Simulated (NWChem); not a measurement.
hydrogen peroxide (H$_{2}$O$_{2}$); SMILES OO

Program: NWChem. Pople sets run with spherical d functions. All runs use the structure optimised with B3LYP/6-31G* (spherical d). Gas-phase geometry, NWChem's default radii.

COSMO at B3LYP/6-31G* gives an electrostatic solvation energy of -3.79 kcal/mol for ε = 2.0. Its surface charges are scaled by f = (ε − 1)/ε.

Q: Estimate the value for ε = 37.5 from the scaling alone and compare it with a run.

A: 
1. f = 0.5000 and 0.9733; their ratio is 1.947.
2. With a rigid solute density the energy is proportional to f: -3.79 × 1.947 = -7.38 kcal/mol.
3. The run gives -7.76 kcal/mol, 0.38 lower; the difference is the response of the solute's density to the stronger field.
